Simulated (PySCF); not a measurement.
Bonds broken one at a time in the series SiF3-X. All species are isolated molecules in the gas phase. One relaxed conformer stands for each flexible species; it need not be the lowest. Strings in code marks are SMILES.

Computed with r2SCAN-D4/def2-TZVP run with PySCF. 

```csv
species,highest occupied spin orbital (eV),dipole moment (D)
radical fragment (`[F]`),…,0.00
radical fragment (`F[Si](F)F`),-6.90,1.10
radical fragment (`[CH3]`),-5.88,0.00
radical fragment (`C[Si](F)F`),…,…
radical fragment (`[Br]`),-7.77,0.00
radical fragment (`F[Si](F)I`),-6.38,0.96
whole molecule (`F[Si](F)(F)S`),–,1.53
radical fragment (`[AlH2][Si](F)F`),-5.21,–
```

Q: Some entries are withheld; supply them.

A: 
- radical fragment (`[F]`), highest occupied spin orbital (eV): -10.68
- radical fragment (`C[Si](F)F`), highest occupied spin orbital (eV): -5.62
- radical fragment (`C[Si](F)F`), dipole moment (D): 2.10
